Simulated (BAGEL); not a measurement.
# MgH2S (SMILES [MgH][SH]): RI-MP2/def2-SVP (density fitting with svp-jkfit, cc-pvtz-ri for correlation)

What is the energy change on altering one bond length of MgH2S at RI-MP2/def2-SVP (density fitting with svp-jkfit, cc-pvtz-ri for correlation)? 

Program for the calculation: BAGEL 1.2.2.

2 further runs of the same task are left out: 2 set aside as unsound or not needed.

## (1) The system as given

The species is MgH2S (4 atoms), meant as a singlet with charge 0. As SMILES, `[MgH][SH]`. The shape is that of a PBE0-D4/def2-TZVP optimisation.

Bond lengths: Mg1–S2 2.296 Å, Mg1–H3 1.694 Å, S2–H4 1.345 Å. Angles: Mg1–S2–H4 92.9°, S2–Mg1–H3 179.4°.

## (2) Energy and forces at RI-MP2/def2-SVP (density fitting with svp-jkfit, cc-pvtz-ri for correlation)

Contents of job.json:

```json
{ "bagel": [

{
  "title": "molecule",
  "basis": "svp",
  "df_basis": "svp-jkfit",
  "angstrom": true,
  "geometry": [
    { "atom": "Mg", "xyz": [      -0.036000,      -0.777000,       0.271800 ] },
    { "atom": "S", "xyz": [      -0.566100,       1.000300,      -1.081300 ] },
    { "atom": "H", "xyz": [       0.342700,      -2.097900,       1.261800 ] },
    { "atom": "H", "xyz": [       0.314900,       1.814400,      -0.472700 ] }
  ]
},

{
  "title": "force",
  "method": [
    {
      "title": "mp2",
      "ncore": 6,
      "aux_basis": "cc-pvtz-ri"
    }
  ]
}

]}
```

On the command line:

```
$ BAGEL_NUM_THREADS=1 BAGEL job.json > job.out
```

Standard output:

```text
* using 1 threads per process

  ===============================================================
  ===============================================================

  *** Geometry ***

  { "atom" : "Mg", "xyz" : [     -0.068030,     -1.468317,      0.513628 ] },
  { "atom" : "S", "xyz" : [     -1.069774,      1.890293,     -2.043361 ] },
  { "atom" : "H", "xyz" : [      0.647609,     -3.964456,      2.384456 ] },
  { "atom" : "H", "xyz" : [      0.595075,      3.428719,     -0.893274 ] },

  Number of auxiliary basis functions:      276

  Since a DF basis is specified, we compute 2- and 3-index integrals:
    o Being stored without compression. Storage requirement is 0.005 GB

  Number of basis functions:       46
  Number of electrons      :       30

    * METHOD: MOLECULE                             0.05

  The gradients will be computed analytically.

  *** RHF ***

  === Nuclear Repulsion ===
    58.8812053004

      * DIIS with orbital gradients will be used.

  === RHF iteration (svp) ===
      0       -598.08854315          0.01203877           0.01
      1       -598.12939950          0.00410998           0.01
      2       -598.13406868          0.00112052           0.01
      3       -598.13460740          0.00016760           0.01
      4       -598.13462195          0.00004794           0.01
      5       -598.13462345          0.00001498           0.01
      6       -598.13462360          0.00000341           0.01
      7       -598.13462361          0.00000064           0.01
      8       -598.13462361          0.00000020           0.01
      9       -598.13462361          0.00000007           0.01
     10       -598.13462361          0.00000002           0.01
     11       -598.13462361          0.00000000           0.01
    * SCF iteration converged.

    * Permanent dipole moment:
           (   -0.305165,     0.130924,    -0.389520) a.u.

  === DF-MP2 calculation ===

    * freezing 6 orbitals
  Number of auxiliary basis functions:      304

  Since a DF basis is specified, we compute 2- and 3-index integrals:
    o Being stored without compression. Storage requirement is 0.005 GB

  Number of basis functions:       46
  Number of electrons      :       30

      MP2 correlation energy:   -0.1748240082

    * Permanent dipole moment: MP2 unrelaxed
           (   -0.295585,     0.114289,    -0.371819) a.u.

  === Z-vector iteration ===

      0     0.00021779138000           0.00
      1     0.00006352176765           0.00
      2     0.00001623543064           0.00
      3     0.00000381611740           0.00
      4     0.00000086574794           0.00
      5     0.00000015977032           0.00
      6     0.00000002818428           0.00
      7     0.00000000618607           0.00

    * Permanent dipole moment: MP2 relaxed
           (   -0.259245,     0.052373,    -0.305188) a.u.

  * Nuclear energy gradient

    o Atom   0
        x         -0.0013820738
        y          0.0045157583
        z         -0.0034908025
    o Atom   1
        x          0.0010258464
        y         -0.0045954791
        z          0.0031276523
    o Atom   2
        x          0.0000735232
        y         -0.0001923050
        z          0.0001724242
    o Atom   3
        x          0.0002827043
        y          0.0002720257
        z          0.0001907260

    * METHOD: FORCE                                0.82

  ===============================================================
```

It took 1 s on 1 thread of Arm Neoverse V1, shared host.

## (3) The distorted shape at the same level

Contents of input.json:

```json
{ "bagel" : [

{
  "title" : "molecule",
  "basis" : "svp",
  "df_basis" : "svp-jkfit",
  "angstrom" : true,
  "geometry" : [
    { "atom" : "Mg", "xyz" : [      -0.476526,      -1.184074,      -0.032518 ] },
    { "atom" : "S", "xyz" : [      -1.006626,       0.593226,      -1.385618 ] },
    { "atom" : "H", "xyz" : [      -0.097826,      -2.504974,       0.957482 ] },
    { "atom" : "H", "xyz" : [       0.314900,       1.814400,      -0.472700 ] }
  ]
},

{
  "title" : "force",
  "method" : [
    { "title" : "mp2", "ncore" : 6, "aux_basis" : "cc-pvtz-ri" }
  ]
}

]}
```

On the command line:

```
$ BAGEL_NUM_THREADS=1 BAGEL input.json > input.out
```

Standard output:

```text
* using 1 threads per process

  ===============================================================
  ===============================================================

  *** Geometry ***

  { "atom" : "Mg", "xyz" : [     -0.900504,     -2.237576,     -0.061450 ] },
  { "atom" : "S", "xyz" : [     -1.902247,      1.121035,     -2.618439 ] },
  { "atom" : "H", "xyz" : [     -0.184864,     -4.733715,      1.809379 ] },
  { "atom" : "H", "xyz" : [      0.595075,      3.428719,     -0.893274 ] },

  Number of auxiliary basis functions:      276

  Since a DF basis is specified, we compute 2- and 3-index integrals:
    o Being stored without compression. Storage requirement is 0.005 GB

  Number of basis functions:       46
  Number of electrons      :       30

    * METHOD: MOLECULE                             0.05

  The gradients will be computed analytically.

  *** RHF ***

  === Nuclear Repulsion ===
    56.4669645465

      * DIIS with orbital gradients will be used.

  === RHF iteration (svp) ===
      0       -597.97750111          0.01417489           0.01
      1       -598.02892236          0.00638111           0.01
      2       -598.04161403          0.00146962           0.01
[... 10 lines of this table left out ...]
     13       -598.04265792          0.00000000           0.01
    * SCF iteration converged.

    * Permanent dipole moment:
           (   -0.145323,     0.294670,    -0.286080) a.u.

  === DF-MP2 calculation ===

    * freezing 6 orbitals
  Number of auxiliary basis functions:      304

  Since a DF basis is specified, we compute 2- and 3-index integrals:
    o Being stored without compression. Storage requirement is 0.005 GB

  Number of basis functions:       46
  Number of electrons      :       30

      MP2 correlation energy:   -0.1812986216

    * Permanent dipole moment: MP2 unrelaxed
           (   -0.135668,     0.274353,    -0.266695) a.u.

  === Z-vector iteration ===

      0     0.00035715979433           0.00
      1     0.00010671158073           0.00
      2     0.00003062907527           0.00
[... 5 lines of this table left out ...]
      8     0.00000000921917           0.00

    * Permanent dipole moment: MP2 relaxed
           (   -0.163797,     0.115866,    -0.228501) a.u.

  * Nuclear energy gradient

    o Atom   0
        x         -0.0039934569
        y          0.0026734322
        z         -0.0055431732
    o Atom   1
        x         -0.0453801276
        y         -0.0517039235
        z         -0.0270902341
    o Atom   2
        x          0.0002737493
        y          0.0000081188
        z          0.0003040080
    o Atom   3
        x          0.0490998353
        y          0.0490223725
        z          0.0323293994

    * METHOD: FORCE                                0.84

  ===============================================================
```

Wall time 1.1 s (1 thread of Arm Neoverse V1, shared host).

## (4) What came out

Level: RI-MP2/def2-SVP (density fitting with svp-jkfit, cc-pvtz-ri for correlation), 6 core orbitals frozen.

| quantity | value |
| --- | --- |
| first shape: total energy | -598.30945 Eh |
| first shape: dipole moment (of the density that the program reports) | 1.03 D |
| first shape: correlation energy (6 core orbitals frozen) | -174.8 mEh |
| first shape: largest force on an atom | 0.302 eV/Å |
| distorted shape: total energy | -598.22396 Eh |
| distorted shape: dipole moment (of the density that the program reports) | 0.77 D |
| distorted shape: correlation energy (6 core orbitals frozen) | -181.3 mEh |
| distorted shape: largest force on an atom | 3.936 eV/Å |
| energy change with the S2–H4 bond stretched from 1.345 to 2.018 Å | 2.326 eV |

What this shows: One bond (distorted shape) is far stretched, which a spin-restricted single reference describes badly; perturbation theory on it can break down and give far too much correlation. With the S2–H4 bond stretched from 1.345 to 2.018 Å the energy rises by 2.33 eV (224 kJ/mol). The first shape isn't relaxed at this level, so the change isn't measured from a minimum. A restricted reference can't describe the breaking bond well at this length. The largest force (first shape) is 0.30 eV/Å: the shape isn't a stationary point for this species at this level.
